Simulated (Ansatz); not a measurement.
```yaml
crystal:
  periodic: [false, false, false]
  atoms:
    - {symbol: Ga, position_ang: [-0.520382, 1.252842, -0.004956]}
    - {symbol: As, position_ang: [0.471961, -1.199996, 0.004705]}
    - {symbol: H, position_ang: [0.915244, 2.533613, -0.006893]}
basis:
  gaussian: {orbitals: def2-TZVP}
magnetization: {spin_polarized: true, initial_magnetization: 3}
hamiltonian: {xc: pbe0}
relax: {f_tol: 0.004, max_steps: 80}
```

```sh
$ ansatz run in.yaml --threads 1 --pin off --events-out ev --progress --plain --max-ram 2176MiB
```

Steps of the relaxation (energy above the last step; positions in Å, forces in eV/Å):

```
3
step 1, 376.5 meV
Ga   -0.520    1.253   -0.005    1.566    0.632    0.000
As    0.472   -1.200    0.005   -0.238    0.473   -0.002
H     0.915    2.534   -0.007   -1.328   -1.105    0.002
```

```
3
step 2, 45.9 meV
Ga   -0.356    1.327   -0.005   -0.429   -1.005    0.003
As    0.452   -1.143    0.004   -0.148    0.455   -0.002
H     0.771    2.403   -0.007    0.577    0.550   -0.001
```

```
3
step 3, 0.7 meV
Ga   -0.368    1.281   -0.005    0.027   -0.059    0.000
As    0.444   -1.108    0.004   -0.020    0.079    0.000
H     0.791    2.413   -0.007   -0.007   -0.020    0.000
```

```
3
step 5, 0.0 meV
Ga   -0.371    1.278   -0.005    0.000   -0.001    0.000
As    0.445   -1.095    0.004    0.000    0.001    0.000
H     0.793    2.403   -0.007    0.000    0.000    0.000
```

Close pairs at the end: Ga1–H3 1.618 Å, Ga1–As2 2.510 Å.

A stationary point of unrestricted PBE0 after 5 steps, with ⟨S²⟩ = 3.758 against 3.75 for a pure state; no frequencies were run, so it isn't proven a minimum. 21 s on 1 thread of Intel Xeon 6975P-C, shared host.
